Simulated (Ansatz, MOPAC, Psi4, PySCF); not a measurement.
Cl-Si bond dissociation enthalpy at 298 K: 5 cases among silicon compounds with O, N or halogens, in kcal/mol, species as SMILES. Set-up: six Cartesian d functions in 6-31G* and its kin unless marked 5d; frozen cores in correlated levels; non-relativistic; PM7 with its own dispersion and hydrogen-bond terms; dispersion terms only where a functional's name holds one; open shells spin-unrestricted; spin-orbit terms left out. Basis-set limits of correlation are two-point, X^-3; Hartree-Fock from the larger set. [CCSD(T)-MP2]/basis is that difference in the basis named. First-principles rows: single points at B3LYP-D3(BJ) geometries (Ansatz, a program for electronic structure), with unscaled harmonic terms from B3LYP/6-31G* (Ansatz) at its own minima. Semi-empirical rows: MOPAC heats of formation at their own minima for 298 K.

Coupled cluster (Ansatz) is a level with limits of its own, used here on species with T1 under 0.025 (0.045 for open shells) and stable references: (a) RI-MP2/CBS(cc-pV(T+d)Z,cc-pV(Q+d)Z)+[CCSD(T)-MP2]/cc-pV(T+d)Z; (b) CCSD(T)/CBS(aug-cc-pV(T+d)Z,aug-cc-pV(Q+d)Z).

```
species                                                                    atoms  coupled cluster  difference of PM7 (MOPAC)  difference of B3LYP/def2-SVP (Ansatz)  difference of wB97X-D/6-31G* (Psi4)  difference of B3PW91/6-31G* (5d) (PySCF)  difference of PBE/def2-TZVPD (Ansatz)  difference of PBE0/def2-TZVPD (Ansatz)
-------------------------------------------------------------------------  -----  ---------------  -------------------------  -------------------------------------  -----------------------------------  ----------------------------------------  -------------------------------------  --------------------------------------
Cl[Si](Cl)(Cl)Cl [tetrachlorosilane], to Cl[Si](Cl)Cl + Cl atom                5        111.6 (a)                      -33.0                                  -11.4                                 -8.5                                     -12.0                                   -7.1                                    -6.1
[SiH3][Si](Cl)(Cl)Cl, to [SiH3][Si](Cl)Cl + Cl atom                            8        109.9 (b)                      -29.0                                  -11.0                                 -7.8                                     -11.2                                   -6.4                                    -5.9
[SiH3][SiH2]Cl, to [SiH2][SiH3] (Si2H5) + Cl atom                              8        107.0 (a)                      -24.1                                   -9.0                                 -5.4                                      -8.7                                   -3.4                                    -4.0
Cl[SiH2][SiH2]Cl [chloro(chlorosilyl)silane], to [SiH2][SiH2]Cl + Cl atom      8        107.4 (b)                      -26.2                                   -9.1                                 -5.7                                      -9.1                                   -3.8                                    -4.4
Cl[Si](N)(N)N, to N[Si](N)N + Cl atom                                         11        121.0 (b)                      -39.0                                   -9.7                                 -4.0                                      -8.2                                   -7.7                                    -5.8
```

| level | cases | mean signed difference | mean absolute difference | median absolute difference | largest absolute difference |
|---|---|---|---|---|---|
| PM7 (MOPAC) | 5 | -30.26 | 30.26 | 29.00 | 39.0 |
| B3LYP/def2-SVP (Ansatz) | 5 | -10.04 | 10.04 | 9.70 | 11.4 |
| wB97X-D/6-31G* (Psi4) | 5 | -6.28 | 6.28 | 5.70 | 8.5 |
| B3PW91/6-31G* (5d) (PySCF) | 5 | -9.84 | 9.84 | 9.10 | 12.0 |
| PBE/def2-TZVPD (Ansatz) | 5 | -5.68 | 5.68 | 6.40 | 7.7 |
| PBE0/def2-TZVPD (Ansatz) | 5 | -5.24 | 5.24 | 5.80 | 6.1 |

PM7 lies above in 0 of 5 cases and within 2 kcal/mol in 0; mean signed difference -30.26 kcal/mol, mean absolute 30.26 kcal/mol. These figures hold for the species listed.

How the rows were picked: cases drawn at random among the computed members of the class with clean coupled-cluster diagnostics. The batch they came from held 5 cases of this property in the class: 0 with a tabulated value, 5 with clean coupled cluster alone, 0 with neither, which enter no statistics. The levels are drawn from those run on every case listed, the commonest habits more often. No case is left out for the size of its miss. Left out are saddle points of the reference geometry, anions that the best level run finds unbound, excited spin states, species near biochemistry, 298 K rows of species without real B3LYP wavenumbers, cases with under five habitual levels, runs that failed or that the program found above a lower state of the same kind, table entries that another table contradicts, and a share of species set aside by lot.
